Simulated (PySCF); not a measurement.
Shieldings and the share of exact exchange

Molecule: `C1C(CF)=C1F`, C4H4F2.

Cartesian coordinates in Å; atom numbers follow the order of the lines, from 1:
```xyz
10

F    -2.1372    1.1942    0.0758
C    -1.4860   -0.0053    0.0196
C    -0.0260    0.1669    0.0002
C     1.0910    0.8117   -0.0117
F     1.7180    1.9558   -0.0052
C     1.2862   -0.6422   -0.0286
H    -1.7761   -0.6181    0.8931
H    -1.8079   -0.5507   -0.8871
H     1.6081   -1.1762    0.8822
H     1.5795   -1.1575   -0.9596
```

GIAO shieldings (ppm, equivalent atoms averaged) in PySCF 2.14.0 with density-fitted response routines on the PBE0-D3(BJ)/def2-SVP geometry, basis pcSseg-2, gas phase, non-relativistic:

| functional | exact exchange (%) | σ(F5) | σ(F1) | σ(C4) | σ(C2) |
| --- | --- | --- | --- | --- | --- |
| BLYP | 0 | 313.9 | 406.9 | 25.0 | 88.3 |
| BP86 | 0 | 315.4 | 412.0 | 30.2 | 93.4 |
| PBE | 0 | 313.6 | 410.7 | 30.1 | 93.3 |
| B3LYP | 20 | 327.9 | 417.7 | 29.6 | 95.5 |
| mPW1PW91 | 25 | 330.6 | 422.9 | 34.9 | 101.1 |
| BHandHLYP | 50 | 345.7 | 430.1 | 36.2 | 104.6 |
| HF | 100 | 369.5 | 446.0 | 48.5 | 118.6 |

Task: Fit each shielding as a line in the percentage of exact exchange.

Result: σ(F5) = 315.4 + 0.56 x (rms 1.6 ppm); σ(F1) = 410.7 + 0.37 x (rms 2.0 ppm); σ(C4) = 28.0 + 0.20 x (rms 2.1 ppm); σ(C2) = 91.8 + 0.27 x (rms 2.0 ppm). The functionals also differ in their semilocal parts, which the line can't hold; Hartree–Fock has no correlation at all.

Task: What does the line predict for PBE0 (25 %), and what does the run give?

Result: σ(F5): 329.4 predicted, 330.4 computed; σ(F1): 419.9 predicted, 423.0 computed; σ(C4): 33.0 predicted, 35.6 computed; σ(C2): 98.5 predicted, 101.6 computed ppm.
